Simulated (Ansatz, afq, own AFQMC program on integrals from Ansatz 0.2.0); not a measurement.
AFQMC on a folder of integrals that Ansatz 0.2.0 wrote.

```yaml
crystal:
  periodic: [false, false, false]
  atoms:
    - {symbol: Cl, position_ang: [-2.037020, 0.251057, 0.000000]}
    - {symbol: H, position_ang: [-0.104020, 0.251057, 0.000000]}
    - {symbol: N, position_ang: [0.935980, 0.251057, 0.000000]}
    - {symbol: H, position_ang: [1.205061, -0.753170, 0.000000]}
basis:
  gaussian: {orbitals: cc-pVTZ}
magnetization: {spin_polarized: true, initial_magnetization: 2}
correlation: {method: ccsd_t, electrons: outside_noble_gas, hamiltonian_folder: ham}
```

```sh
$ ansatz run in.yaml --threads 1 --pin off --events-out ev --progress --plain --max-ram 16896MiB --backend cuda --devices 0, --max-vram 18GiB
```

afq runs on the folder ham with

```
--method phaseless --trial cisd --walkers 1500 --populations 20 --least-time 60 --time-step 0.005 --steps-per-block 50 --equilibration-blocks 28 --max-blocks 4000 --target-error 0.00022 --factor-cut 1e-05 --start spin_pure --seed 4489 --release-times 0.24,0.51,0.99,1.62,2.4 --release-step 0.03 --release-every 3 --taylor-order 6
```

Times are imaginary, in 1/Eh. The walk had a cap of 244 s. With eight or more populations the least sampling time is a fifth of least-time, and the error comes from their spread.

Output of the walk:

```
orbitals 86  electrons 8 6  factors 529 of 538
reference energy -515.05713540 Eh
CCSD correlation -0.39143699 Eh in 19 cycles, weight of the determinant in the CISD state 0.8642
energy of the start -515.447228 Eh
 block  time / (1/Eh)  mean weight  energy / Eh
     1     0.250  0.9997  -515.442859
     2     0.500  1.0001  -515.447985
     3     0.750  0.9993  -515.453458
     4     1.000  1.0005  -515.456555
     5     1.250  0.9996  -515.459495
     7     1.750  1.0001  -515.461244
     9     2.250  1.0004  -515.460050
    13     3.250  1.0000  -515.461557
    19     4.750  0.9998  -515.463776
    25     6.250  1.0006  -515.463366
    28     7.000  0.9994  -515.467006
    31     7.750  1.0002  -515.462773
    37     9.250  1.0005  -515.462872
    43    10.750  1.0008  -515.463555
    49    12.250  0.9996  -515.463238
    55    13.750  0.9996  -515.460663
    61    15.250  0.9997  -515.460812
    67    16.750  0.9998  -515.461055
    73    18.250  0.9996  -515.460237
    79    19.750  0.9999  -515.464330
    85    21.250  0.9997  -515.460701
    91    22.750  1.0011  -515.461081
    97    24.250  1.0007  -515.461564
   103    25.750  0.9993  -515.462313
   109    27.250  1.0002  -515.459167
   115    28.750  1.0005  -515.461337
   121    30.250  0.9996  -515.464822
   127    31.750  1.0001  -515.461773
   133    33.250  1.0008  -515.462988
   136    34.000  1.0001  -515.463870
error from the spread of 20 populations
released: time / (1/Eh)  energy / Eh  error  mean overlap
  0.24  -515.462832  0.000228  0.9962
  0.51  -515.463114  0.000229  0.9931
  0.99  -515.463992  0.000257  0.9806
  1.62  -515.463154  0.000287  0.9905
  2.40  -515.464165  0.000434  0.9643
energy -515.462064 +/- 0.000154 Eh
(rows thinned)
```

The run passed its tests (sampling time, drift between the halves within three errors, error under three times the target), which doesn't prove that it has relaxed. The second half of the sampling lies above the first by 2.6 errors of their difference, so the energy may still be moving and its error bar be too small.

Against this walk (error 4.2 meV) on the same determinant: CCSD(T) 15.7 meV higher. The error is statistical and leaves out the bias of the constraint. None of these is a sure reference here. The released energies move by 1.5 errors or more from one time to the next (meV from the phaseless value at times in 1/Eh: -21 ± 6 at 0.24, -29 ± 6 at 0.51, -52 ± 7 at 0.99, -30 ± 8 at 1.62, -57 ± 12 at 2.40), so they give no level; they do show a bias of the constraint, and the last of them that isn't too noisy lies 45 meV below CCSD(T).

Cautions: constraint bias not in the error; lower spins were not checked.

The walk took 2.4 min on 1 × NVIDIA H100 80GB HBM3 with 2 threads of AMD EPYC 7R13 Processor (Zen 3), with other jobs on the host (the card was shared). The log's last line is the phaseless energy.

A walk keeps the symmetry of its determinant, which the program's search chose and which needn't be the lowest solution, so a lower state of the same spin and another symmetry isn't excluded.
